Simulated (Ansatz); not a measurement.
**H2O2 (hydrogen peroxide) at revPBE/def2-TZVPP**

Aim: the energy change on altering one bond length of H2O2 (hydrogen peroxide) at revPBE/def2-TZVPP, from 2 runs. 

The results are computed with Ansatz 0.2.0.

38 further runs of the same task are left out: 38 set aside as unsound or not needed.

## 1. The molecule

H2O2: 4 atoms, total charge 0, spin state singlet. As SMILES, `OO`. Geometry: relaxed at PBE0-D4/def2-TZVP.

Bond lengths: O1–O2 1.426 Å, O1–H3 0.965 Å, O2–H4 0.965 Å. Angles: O1–O2–H4 101.1°, O2–O1–H3 101.1°.

## 2. The energy at revPBE/def2-TZVPP

input.yaml

```yaml
basis:
  gaussian:
    orbitals: def2-TZVPP
crystal:
  periodic: [false, false, false]
  atoms:
    - {symbol: O, position_ang: [-0.486800, -0.581100, 0.030600]}
    - {symbol: O, position_ang: [0.048300, 0.728400, 0.206900]}
    - {symbol: H, position_ang: [0.186400, -1.117000, 0.467400]}
    - {symbol: H, position_ang: [0.252100, 0.969800, -0.704900]}
output:
  orbitals: {seedname: orbitals}
accuracy: high
hamiltonian:
  xc: {name: revPBE}
```

The run is started by

```console
ansatz run input.yaml --threads 1 --pin off --max-ram 3480MiB --events-out events.jsonl --progress --plain --runs-dir runs
```

Log:

```text
Warning: RAYON_NUM_THREADS=1 ignored (pool sized by the plan → 1); use --threads N
Functional definition: revPBE
  name "revPBE"
  parameter kappa = 1.245
  parameter beta = 0.06672455060314922
  exchange = pbe_x(kappa = kappa, mu = beta*pi^2/3)
  correlation = pbe_c(beta = beta)
1537 factors; integrals over basis functions are off by at most 3.6e-9 eV
mean field evaluation 1: about -4121.2409 eV, gradient 4.6e1 eV
mean field evaluation 2: about -4115.3671 eV, gradient 7.4e1 eV
mean field evaluation 4: about -4124.6338 eV, gradient 9.6e-1 eV
mean field evaluation 8: about -4124.6323 eV, gradient 7.2e-3 eV
mean field evaluation 16: about -4124.6323 eV, gradient 8.3e-7 eV
mean field -4124.63231778 eV, -151.5774419022 hartree, gradient 7.8e-8 eV, S^2 0.000000; 0 other end points of the search recorded, 0 dependent functions left out
reference -4124.63232057 eV, -151.5774420047 hartree; 9, 9 occupied and 81, 81 virtual orbitals, 1537 factors
Total energy: -4124.63232057 eV, -151.5774420047 hartree
```

It took 2.4 s on 1 thread of Arm Neoverse V2, shared host; peak memory 0.17 GiB.

## 3. The distorted shape at the same level

job.yaml

```yaml
crystal:
  periodic: [false, false, false]
  atoms:
    - {symbol: O, position_ang: [-1.025388, -0.152357, -0.318858]}
    - {symbol: O, position_ang: [-0.490288, 1.157143, -0.142558]}
    - {symbol: H, position_ang: [0.186400, -1.117000, 0.467400]}
    - {symbol: H, position_ang: [-0.286488, 1.398543, -1.054358]}
basis:
  gaussian:
    orbitals: def2-TZVPP
hamiltonian:
  xc: {name: revPBE}
accuracy: high
output:
  orbitals: {seedname: orbitals}
```

The run is started by

```console
ansatz run job.yaml --threads 1 --pin off --max-ram 3480MiB --events-out events.jsonl --progress --plain --runs-dir runs
```

Log:

```text
Warning: RAYON_NUM_THREADS=1 ignored (pool sized by the plan → 1); use --threads N
[... 6 set-up lines as earlier in the session ...]
1514 factors; integrals over basis functions are off by at most 3.6e-9 eV
mean field evaluation 1: about -4115.5966 eV, gradient 5.2e1 eV
mean field evaluation 2: about -4083.6949 eV, gradient 1.2e2 eV
mean field evaluation 4: about -4120.1704 eV, gradient 2.8e1 eV
mean field evaluation 8: about -4121.5663 eV, gradient 7.2e-1 eV
mean field evaluation 16: about -4121.5677 eV, gradient 5.9e-5 eV
mean field -4121.56774255 eV, -151.4648208398 hartree, gradient 9.4e-8 eV, S^2 0.000000; 0 other end points of the search recorded, 0 dependent functions left out
reference -4121.56774583 eV, -151.4648209603 hartree; 9, 9 occupied and 81, 81 virtual orbitals, 1514 factors
Total energy: -4121.56774583 eV, -151.4648209603 hartree
```

Run time: 2.4 s. Hardware: 1 thread of Arm Neoverse V2, shared host; peak memory 0.17 GiB.

## 4. Outcome

Level: revPBE/def2-TZVPP.

| quantity | value |
| --- | --- |
| first shape: total energy | -151.57744 Eh |
| first shape: HOMO energy | -6.14 eV |
| first shape: LUMO energy | -0.61 eV |
| first shape: HOMO–LUMO gap | 5.53 eV |
| distorted shape: total energy | -151.46482 Eh |
| distorted shape: HOMO energy | -6.21 eV |
| distorted shape: LUMO energy | -4.38 eV |
| distorted shape: HOMO–LUMO gap | 1.83 eV |
| energy change with the O1–H3 bond stretched from 0.965 to 1.737 Å | 3.065 eV |

**Reading.** One bond (distorted shape) is far stretched, which a spin-restricted single reference describes badly; a broken-symmetry solution may lie lower. With the O1–H3 bond stretched from 0.965 to 1.737 Å the energy rises by 3.06 eV (296 kJ/mol). The first shape isn't relaxed at this level, so the change isn't measured from a minimum. A restricted reference can't describe the breaking bond well at this length.
